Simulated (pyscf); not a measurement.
Structures and frequencies: ωB97X-D3(BJ)/def2-SVP in PySCF. Correlated levels are frozen-core, on RHF or UHF. ΔMP2 is the change of the MP2 total energy from the triple- to the quadruple-zeta basis.

SMILES: [CH]C(=C)C=O
```xyz
9

C      0.0607     1.2736     0.6307
C     -0.6378     0.3819    -0.2402
C      0.0621    -0.5957    -0.8809
C     -2.1346     0.2363    -0.1321
O     -2.7698    -0.5363    -0.8041
H      1.0833     1.4436     0.2254
H      1.1444    -0.5155    -1.0260
H     -0.4374    -1.5227    -1.1888
H     -2.6101     0.9059     0.6235
```

### Question
What is the homolytic dissociation enthalpy (298 K, CCSD(T)/def2-TZVPP + ΔMP2(QZVPP)) of the C–C bond of `[CH][C](=[CH2])[CH]=[O]` [singlet], to •HC=C=CH₂ + •HC=O?

### Answer
C–C to •HC=C=CH₂ + •HC=O: 15.3 kcal/mol. The radicals are drawn with the spin at the cut bond; how far it spreads was not checked. :HC–C(=CH₂)–CH=O [singlet] may be a fragile minimum: a first optimisation, from another start, lost the drawn bonds. :HC–C(=CH₂)–CH=O [singlet] lies 90.5 kcal/mol over its isomer cyclic C₄H₄O (SMILES c1ccoc1), and others may lie lower still (electronic energy, ωB97M-D3(BJ)). Other isomers of •HC=C=CH₂ were not searched in full and may lie lower. A restricted singlet here is unstable towards spin polarisation, as is usual where a triplet lies low; its energy is less safe. The CCSD(T) − MP2 part came from Ansatz, without density fitting, on the same reference. A UHF reference is spin-contaminated (<S²> up to 0.98), which harms MP2 most.
